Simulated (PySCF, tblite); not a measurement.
Isomers of [C5H8]+ (charge +1 and doublet state), one GFN2-xTB conformer each. Single-point energies are computed at B3LYP/pcH-1 (PySCF, gas phase, no added dispersion term), electronic only. GFN2-xTB treats the open shell by occupation alone, and not every SCF solution was tested for stability.

Task: Rank them by B3LYP/pcH-1 energy, lowest first (kJ/mol).
A. `[CH2:1][CH+:2][CH2:3][CH:4]=[CH2:5]` (charge +1 and doublet state) with H–C1–C2–C3 -166° and 11°, C1–C2–C3–C4 -90°, C2–C3–C4–C5 -90°
B. `[CH2:1][CH+:2][CH:3]1[CH2:4][CH2:5]1` (charge +1 and doublet state) with H–C1–C2–C3 0° and 180°, C1–C2–C3–C4 -148°

Result: B (0.0), A (18.7).

As drawn, the lower has a three-membered ring, which the higher lacks. Neighbours under 21 kJ/mol apart ([CH2][CH+]C1CC1 and [CH2][CH+]CC=C) can change places with a better method, another conformer or zero-point energy. GFN2-xTB itself gives, in the same order: 0.0, 38.9. Both levels put the same isomer lowest.

Task: What happens when harmonic zero-point energies from GFN2-xTB frequencies are added?

Result: 
| SMILES | ZPE (kJ/mol) | electronic (kJ/mol) | with ZPE (kJ/mol) |
| --- | --- | --- | --- |
| [CH2][CH+]C1CC1 | 284.5 | 0.0 | 0.0 |
| [CH2][CH+]CC=C | 282.0 | 18.7 | 16.2 |

The zero-point energies span 2.5 kJ/mol. The order is unchanged.
